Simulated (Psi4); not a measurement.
**H2O2 (hydrogen peroxide): wB97X-V/def2-TZVPP**

Aim: the vertical ionisation energy of H2O2 (hydrogen peroxide) at wB97X-V/def2-TZVPP, from 2 runs. Input form: a QCSchema input.

Program for the calculation: Psi4 1.11.

## Step 1: The system as given

The species is H2O2 (4 atoms), meant as a singlet with charge 0. As SMILES, `OO`. The shape is that of a PBE0-D4/def2-TZVP optimisation.

Bond lengths: O1–O2 1.426 Å, O1–H3 0.965 Å, O2–H4 0.965 Å. Angles: O1–O2–H4 101.1°, O2–O1–H3 101.1°.

## Step 2: The energy at wB97X-V/def2-TZVPP

File job.json:

```json
{
 "schema_name": "qcschema_input",
 "schema_version": 1,
 "molecule": {
  "schema_name": "qcschema_molecule",
  "schema_version": 2,
  "symbols": ["O", "O", "H", "H"],
  "geometry": [-0.91991868, -1.09811985, 0.05782562, 0.09127377, 1.37647651, 0.39098434, 0.35224495, -2.11082408, 0.88325799, 0.47639996, 1.8326564, -1.33206795],
  "molecular_charge": 0,
  "molecular_multiplicity": 1,
  "fix_symmetry": "c1"
 },
 "driver": "energy",
 "model": {
  "method": "wb97x-v",
  "basis": "def2-TZVPP"
 },
 "keywords": {
  "puream": true,
  "e_convergence": 1e-09,
  "d_convergence": 1e-08,
  "scf_type": "pk",
  "dft_radial_points": 99,
  "dft_spherical_points": 590
 }
}
```

Started as:

```console
$ psi4 --qcschema job.json -n 1 --memory 1600MB
```

stdout:

```text
[...]
  Running in c1 symmetry.
[...]
  Nuclear repulsion =   37.283118750301384
[...]
  Multiplicity = 1
[...]
  Nalpha       = 9
  Nbeta        = 9
[...]
    Number of basis functions: 90
[...]
   @RKS iter   1:  -151.48487906472553   -5.31951e-01   5.05211e-03 DIIS/ADIIS
[...]
   @RKS iter  11:  -151.56429923467945   -4.12115e-12   5.22072e-09 DIIS
[...]
    Orbital Energies [Eh]
    ---------------------
    Doubly Occupied:
       1A    -19.272080     2A    -19.272068     3A     -1.263405
       4A     -1.025678     5A     -0.653454     6A     -0.614662
       7A     -0.541586     8A     -0.433837     9A     -0.394703
[...]
  @RKS Final Energy:  -151.56429923467945
   => Energetics <=
    Nuclear Repulsion Energy =             37.2831187503013837
    One-Electron Energy =                -282.2884251257677306
    Two-Electron Energy =                 106.0096103370154026
    DFT Exchange-Correlation Energy =     -12.6436257185126415
    Empirical Dispersion Energy =           0.0000000000000000
    VV10 Nonlocal Energy =                  0.0750225222841339
    Total Energy =                       -151.5642992346794529
[...]
 Multipole Moments:
 ------------------------------------------------------------------------------------
     Multipole            Electronic (a.u.)      Nuclear  (a.u.)        Total (a.u.)
 ------------------------------------------------------------------------------------
 L = 1.  Multiply by 2.5417464519 to convert [e a0] to [Debye]
 Dipole X            :         -0.1726481            0.7731780            0.6005299
 Dipole Y            :          0.0579938           -0.2596362           -0.2016424
 Dipole Z            :          0.0935235           -0.4187680           -0.3252445
 Magnitude           :                                                    0.7120954
[...]
```

The result, in JSON:

```text
{
 "driver": "energy",
 "model": {
  "method": "wb97x-v",
  "basis": "def2-TZVPP"
 },
 "success": true,
 "return_result": -151.56429923467945,
 "properties": {
  "calcinfo_nbasis": 90,
  "calcinfo_nmo": 90,
  "calcinfo_nalpha": 9,
  "calcinfo_nbeta": 9,
  "calcinfo_natom": 4,
  "nuclear_repulsion_energy": 37.283118750301384,
  "return_energy": -151.56429923467945,
  "scf_one_electron_energy": -282.28842512576773,
  "scf_two_electron_energy": 106.0096103370154,
  "scf_vv10_energy": 0.07502252228413392,
  "scf_xc_energy": -12.643625718512641,
  "scf_dipole_moment": [0.6005298760168897, -0.20164238551687386, -0.3252445440240473],
  "scf_total_energy": -151.56429923467945,
  "scf_iterations": 11
 }
}
```

Run time: 26 s. Hardware: 1 thread of Intel Xeon 6975P-C (Granite Rapids), shared host; peak memory 0.95 GiB.

## Step 3: The doublet cation at the same level

File input.json:

```json
{
 "schema_name": "qcschema_input",
 "schema_version": 1,
 "molecule": {
  "schema_name": "qcschema_molecule",
  "schema_version": 2,
  "symbols": ["O", "O", "H", "H"],
  "geometry": [-0.91991868, -1.09811985, 0.05782562, 0.09127377, 1.37647651, 0.39098434, 0.35224495, -2.11082408, 0.88325799, 0.47639996, 1.8326564, -1.33206795],
  "molecular_charge": 1,
  "molecular_multiplicity": 2,
  "fix_symmetry": "c1",
  "fix_com": true,
  "fix_orientation": true
 },
 "driver": "energy",
 "model": {
  "method": "wb97x-v",
  "basis": "def2-TZVPP"
 },
 "keywords": {
  "reference": "uks",
  "puream": true,
  "e_convergence": 1e-09,
  "d_convergence": 1e-08,
  "scf_type": "pk",
  "dft_radial_points": 99,
  "dft_spherical_points": 590,
  "maxiter": 200
 }
}
```

Started as:

```console
$ psi4 --qcschema input.json -n 1 --memory 1600MB
```

stdout:

```text
[...]
  Running in c1 symmetry.
[...]
  Nuclear repulsion =   37.283118750301384
[...]
  Multiplicity = 2
[...]
  Nalpha       = 9
  Nbeta        = 8
[...]
    Number of basis functions: 90
[...]
   @UKS iter   1:  -151.10117054569497   -1.48243e-01   3.18184e-03 DIIS/ADIIS
[...]
   @UKS iter  12:  -151.14131510608706   -3.05249e-11   7.41524e-09 DIIS
[...]
   @S^2 Observed:                7.539469556E-01
[...]
    Orbital Energies [Eh]
    ---------------------
    Alpha Occupied:
       1A    -19.718394     2A    -19.718382     3A     -1.680965
       4A     -1.438458     5A     -1.056649     6A     -1.005433
       7A     -0.961157     8A     -0.837595     9A     -0.835795
    Alpha Virtual:
      10A     -0.256705    11A     -0.150895    12A     -0.105187
      13A      0.176821    14A      0.186270    15A      0.192134
      16A      0.200256    17A      0.240449    18A      0.276771
      19A      0.320568    20A      0.334928    21A      0.390132
      22A      0.450653    23A      0.481019    24A      0.528545
      25A      0.599542    26A      0.686725    27A      1.008953
[...]
  @UKS Final Energy:  -151.14131510608706
   => Energetics <=
    Nuclear Repulsion Energy =             37.2831187503013837
    One-Electron Energy =                -275.0854824446879547
    Two-Electron Energy =                  99.0057727691489475
    DFT Exchange-Correlation Energy =     -12.4165509548541468
    Empirical Dispersion Energy =           0.0000000000000000
    VV10 Nonlocal Energy =                  0.0718267740047109
    Total Energy =                       -151.1413151060870916
[...]
 Multipole Moments:
 ------------------------------------------------------------------------------------
     Multipole            Electronic (a.u.)      Nuclear  (a.u.)        Total (a.u.)
 ------------------------------------------------------------------------------------
 L = 1.  Multiply by 2.5417464519 to convert [e a0] to [Debye]
 Dipole X            :          6.0833270           -5.8005144            0.2828127
 Dipole Y            :         -2.0435984            1.9486856           -0.0949128
 Dipole Z            :         -3.2948321            3.1416697           -0.1531624
 Magnitude           :                                                    0.3353359
[...]
```

The result, in JSON:

```text
{
 "driver": "energy",
 "model": {
  "method": "wb97x-v",
  "basis": "def2-TZVPP"
 },
 "success": true,
 "return_result": -151.14131510608706,
 "properties": {
  "calcinfo_nbasis": 90,
  "calcinfo_nmo": 90,
  "calcinfo_nalpha": 9,
  "calcinfo_nbeta": 8,
  "calcinfo_natom": 4,
  "nuclear_repulsion_energy": 37.283118750301384,
  "return_energy": -151.14131510608706,
  "scf_one_electron_energy": -275.08548244468795,
  "scf_two_electron_energy": 99.00577276914895,
  "scf_vv10_energy": 0.07182677400471087,
  "scf_xc_energy": -12.416550954854147,
  "scf_dipole_moment": [0.2828126638829289, -0.09491281894185621, -0.15316241398276942],
  "scf_total_energy": -151.14131510608706,
  "scf_iterations": 12
 }
}
```

Run time: 30 s. Hardware: 1 thread of Intel Xeon 6975P-C (Granite Rapids), shared host; peak memory 0.95 GiB.

## Step 4: Outcome

Level: wB97X-V/def2-TZVPP.

| quantity | value |
| --- | --- |
| singlet H2O2: total energy | -151.56430 Eh |
| singlet H2O2: dipole moment | 1.81 D |
| singlet H2O2: HOMO energy | -10.74 eV |
| singlet H2O2: LUMO energy | 2.93 eV |
| singlet H2O2: HOMO–LUMO gap | 13.67 eV |
| doublet cation: total energy | -151.14132 Eh |
| doublet cation: HOMO energy (highest over α and β) | -21.57 eV |
| doublet cation: LUMO energy (lowest over α and β) | -12.33 eV |
| doublet cation: ⟨S²⟩ | 0.754 |
| vertical ionisation energy (to the doublet cation) | 11.510 eV |

**Reading.** The vertical ionisation energy comes to 11.51 eV (265 kcal/mol). The negative HOMO energy of the first species, 10.74 eV, lies 0.77 eV below that difference.
